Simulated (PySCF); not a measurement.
**Splitting trees**

Geometry:
| atom | x (Å) | y (Å) | z (Å) |
| --- | --- | --- | --- |
| C1 | 1.448 | -0.097 | 0.474 |
| C2 | 0.309 | -0.028 | 0.100 |
| C3 | -1.049 | 0.054 | -0.345 |
| O4 | -1.850 | -0.839 | -0.310 |
| H5 | 2.447 | -0.148 | 0.799 |
| H6 | -1.301 | 1.060 | -0.740 |

[PySCF 2.14: B3LYP/pcJ-1 coupling constants; PBE0/pcSseg-1 with gauge-including orbitals; coordinates at the GFN2-xTB level; one conformer; in vacuum; no relativistic terms]

Shifts are taken against calculated references (same method and geometry level): 13C (σ = 186.93 ppm) and 1H (σ = 31.72 ppm) vs TMS.

Spectrometer: 500 MHz for 1H. First-order analysis; couplings under 1 Hz (under 4 Hz in carbon signals) are ignored, and nearly equal couplings are merged; the smaller ones broaden or split the lines further.

**Question.** What pattern does C1 show in the proton-coupled 13C spectrum?

**Answer.** A doublet of doublets at δ 92.1: 270.3 Hz to H5 (1 × 1H, 1 bond away), 7.2 Hz to H6 (1 × 1H, 3 bonds away). Lines in Hz from the centre (relative intensity): +138.8 (1), +131.6 (1), -131.6 (1), -138.8 (1). The outer lines are 277.5 Hz apart, the sum of the couplings kept, or 2.207 ppm at this field.

**Question.** What pattern does H5 show (1H)?

**Answer.** A doublet at δ 3.10: 1.0 Hz to H6 (1 × 1H, 4 bonds away). Lines in Hz from the centre (relative intensity): +0.5 (1), -0.5 (1). The outer lines are 1.0 Hz apart, the sum of the couplings kept, or 0.002 ppm at this field.

**Question.** What pattern does H6 show (1H)?

**Answer.** A doublet at δ 9.50: 1.0 Hz to H5 (1 × 1H, 4 bonds away). Lines in Hz from the centre (relative intensity): +0.5 (1), -0.5 (1). The outer lines are 1.0 Hz apart, the sum of the couplings kept, or 0.002 ppm at this field.
